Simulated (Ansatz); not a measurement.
**Ag (fcc): energy against volume**

Level of theory: Ansatz, DFT, PBE, plane waves (420 eV) with PAW, scalar-relativistic.

The cell is scaled uniformly from the relaxed one, with fractional coordinates and shape fixed. Energies are extrapolated to zero smearing, pressures are those at the given smearing. Magnetic state: spin not included.

A Birch-Murnaghan fit gives V₀ = 17.85 Å³/atom, B₀ = 90 GPa, B₀′ = 5.8.

Question: What are the energy above the minimum and the pressure at 18.541 Å³/atom?

Answer: 7.0 meV/atom and -3.09 GPa as computed.

Question: What are the energy above the minimum and the pressure at 19.254 Å³/atom?

Answer: 26.4 meV/atom and -5.51 GPa as computed.

Question: What are the energy above the minimum and the pressure at 19.967 Å³/atom?

Answer: 55.1 meV/atom and -7.34 GPa as computed.
